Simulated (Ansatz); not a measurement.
## Li2, singlet: the ladder up to full CI

Geometry: MP2(full)/6-31G*, from the G2/97 set.

```json
{"atom": "Li", "x (Å)": "0.0000", "y (Å)": "0.0000", "z (Å)": "0.0000"}
{"atom": "Li", "x (Å)": "0.0000", "y (Å)": "0.0000", "z (Å)": "2.7731"}
```

Basis STO-3G; Ansatz 0.2.0. Only valence electrons are correlated (noble-gas cores frozen), which leaves 2 electrons in 8 orbitals. R marks a restricted (for open shells ROHF) determinant, U an unrestricted one. Active spaces: valence = (2e, 8o) chosen from the atoms' valence shells. The metal's outer-core shells are frozen, which leaves out core–valence correlation.

Full CI is exact within this basis and frozen core; it isn't the basis-set limit. The frozen core follows each run's orbitals, which can shift R against U totals by a few meV.

With two correlated electrons CCSD is exact, so what parts a cluster row from full CI is its frozen core alone.

```
UHF ⟨S²⟩                          : 0.444
T1 diagnostic (RCCSD)             : 0.0351
largest doubles amplitude (RCCSD) : 0.160
```

```
   level  E − E(full CI) (kcal/mol)  share of correlation (%)  wall time
     RHF                      17.27                      0.00          –
    RMP2                       7.28                     57.85          –
   RCCSD                       0.01                     99.91     0.12 s
RCCSD(T)                       0.01                     99.91     0.12 s
 BCCD(T)                       0.01                     99.91     0.15 s
```

The correlation energy at full CI, counted from RHF, is -0.749 eV. That run took 0.09 s on 1 thread of AMD EPYC 7R43, shared host over 12 determinants.

Run but not shown, since their state, orbitals or frozen core can't be matched to the reference's or they repeat it: UHF, CASSCF (valence space), NEVPT2 (valence space), MRCISD (valence space), MRCISD+Q (valence space), MRCISD+Q(relaxed) (valence space).

Times hold each run's SCF and search for its determinant on a shared host, so for small cases they say little of a method's own cost; they ran on 1 thread of AMD EPYC 7R43.

The full-CI state has the irrep Ag of D2h, in the program's axes (one component, if the state is degenerate).

Natural occupations of full CI about the gap: 1.828 0.060 0.046 0.046 0.019 0.000 0.000 0.000; effectively unpaired electrons, Σ n²(2−n)², 0.13.

Atomization energy (electronic, same basis, no zero-point term; atoms at the same level, unrestricted beside the R rows where the molecule is a closed shell, with restricted open-shell steps beyond CCSDT(Q)) at full CI: 91.9 kJ/mol. Errors of other levels:

| level | error (kJ/mol) |
| --- | --- |
| RHF | -72.3 |
| RMP2 | -30.5 |
| RCCSD | -0.1 |
| RCCSD(T) | -0.1 |
| BCCD(T) | -0.1 |

This basis is far from its limit, so the value isn't to be set against a measured one.
